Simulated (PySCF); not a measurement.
Löwdin shares of the frontier orbitals

Compound: C5H6O.
Z-matrix (Å and degrees, GFN2-xTB geometry), rows numbered from 1:
```
C 
C   1  1.3291
C   2  1.4488  1  129.09
C   3  1.3380  2  107.82  1   180.00
O   4  1.3515  3  114.64  2     0.01
C   5  1.4262  4  107.18  3     0.01
H   1  1.0756  2  121.75  3   179.98
H   1  1.0750  2  121.16  3    -0.06
H   3  1.0703  2  125.10  1     0.02
H   4  1.0752  3  130.18  2   179.99
H   6  1.0950  2  112.36  1   -61.39
H   6  1.0951  2  112.46  1    61.37
```

Method used: TDDFT wB97X-D/def2-SVPD, vertical, gas phase, core orbitals frozen in the response in PySCF 2.14.0, density-fitted response routines.

Frontier orbitals with the atoms that hold most of them (Löwdin shares over 4%, at most four atoms; ? is withheld):

| orbital | ε (eV) | atoms |
| --- | --- | --- |
| LUMO+2 | 2.91 | C1 23%, O5 15%, C4 15%, H7 12% |
| LUMO+1 | 2.42 | C6 15%, C4 15%, C1 14%, C3 12% |
| LUMO | 1.18 | ? |
| HOMO | ? | C1 24%, C3 19%, O5 17%, C4 14% |
| HOMO-1 | -10.81 | ? |
| HOMO-2 | -11.49 | C2 17%, O5 16%, C6 16%, C1 15% |
| HOMO-3 | -12.14 | O5 32%, C6 21%, C4 18%, H11 9% |

Task: Which atoms hold the LUMO, and with what shares?

Result: C4 (bonded to C, O and H) 25%; C1 (bonded to C and 2 H) 20%; C2 (bonded to 3 C) 17%; C3 (bonded to 2 C and H) 11%.

Task: Which atoms hold the HOMO-1, and with what shares?

Result: C2 (bonded to 3 C) 29%; C3 (bonded to 2 C and H) 20%; C1 (bonded to C and 2 H) 18%; O5 (bonded to 2 C) 14%. By element: carbon 68% or more, oxygen 14%.

Task: What is the HOMO energy, and the HOMO–LUMO gap?

Result: ε(HOMO) = -7.69 eV; the gap is 8.87 eV (0.3260 hartree).

Task: How does S1 compare with the orbital gap of 8.87 eV?

Result: S1 is at 5.06 eV (f = 0.361), 3.81 eV below the gap, made of HOMO→LUMO (97%). Without the coupling terms of the response equations the lowest excitation would equal the gap.

Task: Give energy, strength and leading configuration of S1, S2, S7 and S8, and follow the Löwdin shares of the leading atoms from the occupied to the empty orbital.

Result: 
- S1 (5.06 eV, f 0.361), HOMO→LUMO (97%): C1 24% → 20%, C3 19% → 11%, C4 14% → 25%
- S2 (6.06 eV, f 0.0010), HOMO→LUMO+1 (92%): C1 24% → 14%, C3 19% → 12%, C6 at most 15% → 15%, C4 14% → 15%
- S7 (7.54 eV, f 0.0011), HOMO-2→LUMO (96%): C2 17% → 17%, O5 16% → at most 11%, C4 at most 15% → 25%, C1 15% → 20%
- S8 (7.66 eV, f 0.039), HOMO-1→LUMO (86%): C2 29% → 17%, C3 20% → 11%, C4 at most 14% → 25%, C1 18% → 20%
